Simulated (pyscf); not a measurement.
Single points on ωB97X-D3(BJ)/def2-SVP structures (PySCF, gas phase).

### Question
Estimate the classical barrier height and the reaction energy of H₃C–NH–Si(NH•)(NH₂)–NH₂ + H₂ → H₃C–NH–Si(NH₂)(NH₂)–NH₂ + H• at ωB97M-D3(BJ)/def2-TZVP. The step runs on the doublet surface, breaks H–H and forms H–N; take the separated reactants as zero.

### Answer
ΔE‡ = 7.1 kcal/mol, ΔE = -7.7 kcal/mol. Zero-point energy shifts the barrier by +1.5 kcal/mol. It is a hydrogen abstraction, with an imaginary mode of 1175i cm⁻¹. H₃C–NH–Si(NH•)(NH₂)–NH₂ lies 7.7 kcal/mol over its isomer H₃C–N•–Si(NH₂)(NH₂)–NH₂ (electronic energy, ωB97M-D3(BJ)/def2-TZVP). This is the saddle that the search found; another between the same sides may lie lower. The angle at the transferred H is 157°.
